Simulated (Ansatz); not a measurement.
Results of PBE-D3(BJ) (Ansatz, an electronic-structure program, PAW) for zinc-blende MgTe (metastable phase).

Run with plane-wave cutoff 520 eV, 10×10×10 k mesh, Fermi–Dirac smearing 0.01 eV, scalar-relativistic PAW data made under PBE.

Pressure at four volumes; x = ln(V/32.937 Å³). One pressure is withheld.

| V (Å³/atom) | x | P (GPa) |
|---|---|---|
| 30.960 | -0.0619 | 2.645 |
| 32.937 | 0.0000 | 0.001 |
| 34.254 | 0.0392 | -1.356 |
| 34.913 | 0.0583 | ? |

Q: Pass a parabola P(x) through the three rows shown, estimate the bulk modulus and its pressure derivative near zero pressure, and predict the withheld pressure.

A: Slopes between the rows: (0.001 − (2.645))/(0.0000 − (-0.0619)) = -42.71 and (-1.356 − (0.001))/(0.0392 − (0.0000)) = -34.62 GPa. Their difference over the span 0.1011 is c = 8.09/0.1011 = 80.0 GPa, so P(x) = 2.645 + (-42.71)(x − (-0.0619)) + 80.0 (x − (-0.0619))(x − (0.0000)). At the middle row B = −dP/dx = −[-42.71 + 80.0 × 0.0619] = 37.8 GPa, and B′ = dB/dP = 2c/B = 4.2. At x = 0.0583 the parabola gives -1.928 GPa; the run gives -1.936 GPa. The Birch–Murnaghan fit to the energies at all volumes has B0 = 37.5 GPa and B′ = 4.2.

Spin–orbit coupling is not included.
